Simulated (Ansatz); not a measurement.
Geometry optimisation, Ansatz 0.2.0, RKS BHLYP-D4/def2-SVP.

Input:

```yaml
crystal:
  periodic: [false, false, false]
  atoms:
    - { symbol: C, position_ang: [-1.8305, -0.7865, -0.1551] }
    - { symbol: O, position_ang: [-0.5029, -0.656, -0.5069] }
    - { symbol: C, position_ang: [0.2667, -0.2852, 0.5514] }
    - { symbol: Cl, position_ang: [0.1893, -1.0039, 2.1256] }
    - { symbol: C, position_ang: [1.2924, 0.5915, 0.3585] }
    - { symbol: "N", position_ang: [2.24182, 0.99104, 1.27308] }
    - { symbol: H, position_ang: [-2.422, -0.813, -1.0942] }
    - { symbol: H, position_ang: [-2.0421, -1.6265, 0.4126] }
    - { symbol: H, position_ang: [-2.2144, 0.1698, 0.4094] }
    - { symbol: H, position_ang: [1.47094, 1.02329, -0.6615] }
    - { symbol: H, position_ang: [2.48546, 1.95738, 1.15586] }
    - { symbol: H, position_ang: [1.92988, 0.78988, 2.2033] }
basis:
  gaussian: { orbitals: def2-SVP }
hamiltonian:
  xc: { name: BHLYP }
  dispersion: d4
relax:
  f_tol: 0.015
  max_steps: 40
```

Command:

```bash
$ ansatz run input.yaml --threads 2 --pin off --max-ram 3072MiB --backend cpu --events-out ev --progress --plain --runs-dir out
```

Problem. Where does it end, and by what steps?

Solution. The forces met the threshold. After 8 steps the energy has fallen by 0.486 eV; H9 moved furthest, 0.49 Å.

```tsv
step	energy less start (eV)	largest force component (eV/Å)	accepted
0	0.0000	3.943	yes
1	-0.3939	1.024	yes
2	-0.4540	0.411	yes
3	-0.4727	0.193	yes
4	-0.4808	0.175	yes
5	-0.4836	0.089	yes
6	-0.4852	0.042	yes
7	-0.4854	0.037	yes
8	-0.4856	0.011	yes
```

```xyz
12
Properties=species:S:1:pos:R:3
C -1.834 -0.687 -0.184
O -0.457 -0.824 -0.423
C 0.358 -0.378 0.541
Cl 0.328 -1.281 2.049
C 1.210 0.630 0.377
N 2.193 1.033 1.255
H -2.352 -1.070 -1.063
H -2.141 -1.264 0.694
H -2.102 0.364 -0.030
H 1.175 1.141 -0.579
H 2.390 2.019 1.246
H 2.098 0.668 2.188
```

Whether the end is a true minimum wasn't checked by a vibrational analysis.

Time of the run: 21 s on 2 threads of Intel(R) Xeon(R) 6975P-C (Granite Rapids) (shared host), peak memory 0.32 GiB.
